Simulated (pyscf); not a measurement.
Optimised with ωB97X-D3(BJ)/def2-SVP in PySCF.

**Question.** Estimate by transition-state theory (the high-pressure limit) the rate constant of H₃Si–GaH–AsH₂ → HGa=AsH + silane (SiH₄) (singlet surface; As–H, Ga–Si broken, H–Si formed) at 1200 K, with ωB97M-D3(BJ)/def2-TZVP energies (ideal gas, 1 atm, RRHO with modes under 100 cm⁻¹ raised to 100, one conformer, R ln 2 for chiral ones without a mode under 150 cm⁻¹; no tunnelling).

**Answer.** The electronic barrier is 52.0 kcal/mol and the thermal terms add +2.9, so ΔG‡ = 54.8 kcal/mol. With k_BT/h = 2.50e+13 s⁻¹ and RT = 2.385 kcal/mol, k = 2.6e+03 s⁻¹. Wigner's tunnelling factor for 1066i cm⁻¹ would be 1.07. A shift of 1 kcal/mol in the barrier changes k by a factor 1.5. On the product side the descent ends in a complex, 5.0 kcal/mol under the separated species and 28.8 kcal/mol under the saddle at ωB97X-D3(BJ)/def2-TZVP. At the saddle there is also a short Ga–H contact that neither side keeps. At ωB97X-D3(BJ)/def2-TZVP the barrier from the zero used here is 54.8 kcal/mol. The same reactants have a lower exit, to Ga–AsH₂ [singlet] + SiH₄ (barrier +37.1 kcal/mol at ωB97M-D3(BJ)/def2-TZVP, against +52.0 kcal/mol here). HGa=AsH lies 12.3 kcal/mol over its isomer Ga–AsH₂ [singlet] (electronic energy, ωB97M-D3(BJ)/def2-TZVP). This is the saddle that the search found; another between the same sides may lie lower. Elements up to Kr have no core potential and no relativistic terms here.
